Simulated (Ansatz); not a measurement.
SiEtH3 (C₂H₈Si), relaxed as a singlet with RKS r2SCAN-D4/def2-TZVP in Ansatz, starting from the GFN2-xTB geometry. Force threshold 0.02 eV/Å.

Start:

```xyz
11

Si   -0.852   -0.104    1.220
C     0.700    0.045    0.131
C     0.380    0.075   -1.360
H     1.375   -0.790    0.331
H     1.249    0.951    0.395
H     1.290    0.170   -1.953
H    -0.127   -0.839   -1.663
H    -0.268    0.916   -1.598
H    -1.611   -1.295    0.832
H    -1.691    1.084    1.042
H    -0.445   -0.214    2.623
```

Problem. Estimate the energy that the relaxation releases and the steps that it takes.

Solution. 0.03 eV, in 4 steps; 11 s on 4 threads of Intel Xeon on a shared host. No frequencies were taken in this run, so the end may be a saddle point.

Problem. Does the start keep its bonding and symmetry?

Solution. By distances, no bond broke or formed. The bond that changes most is Si1–C2, from 1.90 to 1.88 Å (atoms count from 1).

Problem. Predict the relaxed structure.

Solution. 
Cartesian coordinates in Å:
```
Si -0.822 -0.103 1.213
C 0.704 0.041 0.129
C 0.379 0.080 -1.368
H 1.367 -0.801 0.352
H 1.251 0.943 0.423
H 1.285 0.173 -1.974
H -0.137 -0.830 -1.685
H -0.269 0.925 -1.614
H -1.604 -1.314 0.843
H -1.700 1.085 1.030
H -0.454 -0.200 2.651
```
Bond lengths: 1 × C–Si 1.88 Å; 1 × C–C 1.53 Å; 5 × C–H 1.09 to 1.10 Å; 3 × H–Si 1.49 Å.
